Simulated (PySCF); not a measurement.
Species: C4H4F2.
Numbering: `[F:1]/[CH:2]=[C:3]1\[CH2:4][C@@H:5]1[F:6]` (hydrogens: H7 on C2; H8, H9 on C4; H10 on C5)

Cartesian coordinates in Å at the PBE0-D3(BJ)/def2-SVP level; atoms count from 1:
```
atom  x, y, z in Å
F1     1.6217    2.0389    0.4693
C2     1.1139    0.8824    0.8825
C3     0.2771    0.1671    0.1570
C4    -0.5458    0.0066   -1.0492
C5    -0.5680   -1.0148    0.0616
F6    -1.6771   -1.1049    0.8369
H7     1.4603    0.5979    1.8806
H8    -1.4289    0.6506   -1.1368
H9    -0.0741   -0.2614   -2.0019
H10   -0.1161   -1.9995   -0.1109
```

Theory: MP2 and CCSD/aug-cc-pVDZ in PySCF, restricted Hartree–Fock reference, 6 core orbitals frozen, non-relativistic, gas phase, PBE0-D3(BJ)/def2-SVP geometry.

E(HF) = -352.62510 Eh.

Q: How large is the problem?

A: 174 basis functions and 46 electrons; 6 orbitals frozen, which leaves o = 17 correlated occupied and v = 151 virtual orbitals. That is o·v = 2567 singles and o·v(o·v + 1)/2 = 3296028 distinct closed-shell doubles amplitudes before symmetry; the costliest CCSD step grows as o²v⁴ = 1.5 × 10^11.

Q: What are the MP2 and CCSD correlation energies?

A: MP2 -0.9469 Eh and CCSD -0.9824 Eh, which gives totals of -353.57197 and -353.60748 Eh. That is 0.786 eV for each correlated electron at CCSD (2579 kJ/mol in all, 0.278 % of the total energy); MP2 gives 96.4 % of the CCSD value.

Q: What is the T1 diagnostic?

A: 0.0130, below the customary warning level of 0.02. It is the norm of the spatial-orbital singles amplitudes over the root of the number of correlated electrons, so the norm is 0.076.

Q: How does correlation change the dipole moment?

A: HF gives 1.51 D and CCSD (unrelaxed density) 1.35 D, a change of -0.16 D.

Connected triples and the basis-set limit are missing.

The job also held the EOM ionisation roots. Time: 11 min of wall time; peak memory 3.0 GiB. Hardware: one thread, Arm Neoverse V1 (aarch64), shared host with 32 logical CPUs at a one-minute load of 22.
